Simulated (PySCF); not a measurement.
**Removing an electron from formyl cation**

Species: formyl cation, CHO (charge +1).
SMILES with atom numbers: `[CH:1]#[O+:2]` (hydrogens: H3 on C1)

Level: wB97X-D/def2-SVPD (PySCF). Frontier orbitals with their largest atomic shares (Löwdin; up to four atoms above 4 %):

```
orbital  ε (eV)                 main atoms
 HOMO−3  -28.99  C1 46 %, H3 32 %, O2 22 %
 HOMO−2  -26.15   O2 75 %, C1 20 %, H3 5 %
 HOMO−1  -24.91                          ?
   HOMO  -24.91                          ?
   LUMO   -8.15   C1 56 %, O2 37 %, H3 8 %
 LUMO+1   -8.15   C1 56 %, O2 37 %, H3 8 %
 LUMO+2   -4.63  H3 51 %, C1 38 %, O2 11 %
```

Task: What vertical ionisation energy does ΔSCF give, and how far is −ε(HOMO) from it?

Result: ΔSCF: 26.73 eV (2579 kJ/mol; threshold wavelength 46.4 nm); ⟨S²⟩ of the doublet left behind is 0.752, against 0.75 for a pure doublet. −ε(HOMO) is 24.91 eV, 1.82 eV below it. For the exact functional −ε(HOMO) would equal the first vertical ionisation energy; wB97X-D (range-separated hybrid) falls short of its own ΔSCF value by 7 %. Holes in the HOMO−1 and HOMO−2 were tried too where these lie within 1.2 eV of the HOMO; the lowest converged state counts.

Task: On which atoms does the HOMO lie?

Result: HOMO: O2 67 %, C1 32 %; HOMO−1: O2 67 %, C1 32 %. These 2 orbitals lie within 0.02 eV of one another; within a degenerate set any mixture serves as well, and the shares of a single orbital can change with the mixture. The HOMO−2 lies 1.24 eV lower.

Task: And the vertical electron affinity, the fundamental gap, Mulliken's electronegativity and the hardness (with the factor ½)?

Result: EA = 6.87 eV by ΔSCF (−ε(LUMO) = 8.15 eV). IE − EA = 19.86 eV against an orbital gap of 16.76 eV; (IE + EA)/2 = 16.80 eV; (IE − EA)/2 = 9.93 eV.

Task: Shift the occupied levels rigidly so that −ε(HOMO) equals the ΔSCF value. What binding energies result?

Result: The shift is +1.82 eV: HOMO 26.73, HOMO−1 26.73, HOMO−2 27.97, HOMO−3 30.81 eV. A rigid shift is only a rough guide to the deeper ionisations.

Task: How many of the 10 lowest singlet excitations (vertical TDDFT, same level) lie below the ionisation energy?

Result: All 10; they run from 9.54 to 15.85 eV.

Task: What kinetic energy would electrons from this vertical process carry with Lyman-α light (10.199 eV)?

Result: The photon is 16.53 eV short of the vertical value.

Task: The lowest singlet excitation (vertical TDDFT, same level) lies at 9.54 eV. How far is it below IE − EA?

Result: IE − EA = 19.86 eV, so by 10.32 eV.

Geometry: PBE0-D3(BJ)/def2-SVP; no solvent, vibrations or thermal averaging.
